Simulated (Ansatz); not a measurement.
**BNH₂+ (quartet): the correlation ladder, def2-QZVPP**

The task here is to estimate one member of a computed series from the others.

The runs use Ansatz 0.2.0, Gaussian basis; def2-QZVPP, core rule «outside noble gas», up to 2 orbitals frozen.

The runs, in order: UHF; ROHF; CCSD(T) on UHF.

2 further runs of the same task are left out: 2 set aside as unsound or not needed.

**What is computed**

The geometry is a PBE0/def2-TZVP stationary point (not a proven minimum) of the parent state, kept for this charge and spin.

4 atoms, charge 1, spin multiplicity 4.

Atoms are counted from 1 here; the program's logs count them from 0.

Bond lengths: B1–N2 1.376 Å, B1–H3 1.215 Å, N2–H4 1.012 Å. Angles: N2–B1–H3 113.0°, B1–N2–H4 139.9°.

The first run:

Contents of in.yaml:

```yaml
crystal:
  periodic: [false, false, false]
  atoms:
    - {symbol: B, position_ang: [0.000000, -0.124007, 0.773899]}
    - {symbol: N, position_ang: [0.000000, -0.022422, -0.597982]}
    - {symbol: H, position_ang: [0.000000, 0.956413, 1.330586]}
    - {symbol: H, position_ang: [0.000000, 0.685254, -1.321528]}
basis:
  gaussian: {orbitals: "def2-QZVPP.json"}
total_charge: 1
magnetization: {spin_polarized: true, initial_magnetization: 3}
hamiltonian: {xc: hf}
output: {orbitals: {seedname: orbitals}}
```

On the command line:

```
$ ansatz run in.yaml --threads 1 --pin off --events-out ev --progress --plain --max-ram 2393MiB
```

Steps of the session up to this table: UHF; ROHF; CCSD(T) on UHF.

One of the session's tables, all rows but one given; the rest of the session is left out.

It belongs to the step «Misses and costs». 

```
  method  from UCCSD(T) (kJ/mol)
    ROHF                       ?
     UHF                  +620.5
    UMP2                   +92.7
   UCCSD                   +18.1
UCCSD(T)                       0
```

Estimate the missing values for ROHF.

The run gave: from UCCSD(T) (kJ/mol): +640.2. In the column «from UCCSD(T) (kJ/mol)» it is the highest.
